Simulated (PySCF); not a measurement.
Stepwise substitution at one centre (C Cl-H). Isolated molecules, 0 K electronic values unless said otherwise. Strings in code marks are SMILES.

The T1 excitation (TDA) from two functionals at the same geometries (PBE0-D4/def2-TZVP), both in PySCF: PBE-D3(BJ)/def2-TZVP and PBE0-D4/def2-TZVP. Excitations are Tamm–Dancoff values on a coarser integration grid. The basis has no diffuse functions, so Rydberg states are missing or too high.

```
species                                    PBE-D3(BJ)/def2-TZVP (eV)
-----------------------------------------  -------------------------
0 of 4 Cl replaced by H (`ClC(Cl)(Cl)Cl`)                       4.87
1 of 4 Cl replaced by H                                         5.31
2 of 4 Cl replaced by H (`C(Cl)Cl`)                             5.87
3 of 4 Cl replaced by H (`ClC`)                                 6.36
```

Q: What does PBE0-D4/def2-TZVP give for each?

A: 
- 0 of 4 Cl replaced by H (`ClC(Cl)(Cl)Cl`): 5.46
- 1 of 4 Cl replaced by H: 5.83
- 2 of 4 Cl replaced by H (`C(Cl)Cl`): 6.31
- 3 of 4 Cl replaced by H (`ClC`): 6.67
Over these rows, drawn at random from the members with no instability flagged (it was tested for open shells, ions and some series alone), PBE minus PBE0-D4: mean -0.46 eV, from -0.59 eV to -0.31 eV.
